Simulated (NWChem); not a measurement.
Species: C3H8O; SMILES CCOC

Results from NWChem. Geometry: optimised at B3LYP/6-31G* (spherical d). Gas phase, vertical. One conformer.

CAM-B3LYP/def2-SVPD, TDA puts singlet state 4 at 8.41 eV with oscillator strength 0.053.

Q: Give the wavelength, the transition dipole and the radiative lifetime of that state in vacuum.

A: 
1. λ = 1239.84/8.41 = 147 nm, or 67830 cm⁻¹.
2. f = (2/3) ΔE μ² in atomic units, so μ = √(1.5 f/ΔE) = 0.51 a.u. = 1.29 D.
3. τ = 1.499 s cm⁻² / (f ν²) = 6.1 ns, for a non-degenerate state that emits at the vertical energy; a higher state like this one mostly decays faster by other paths.
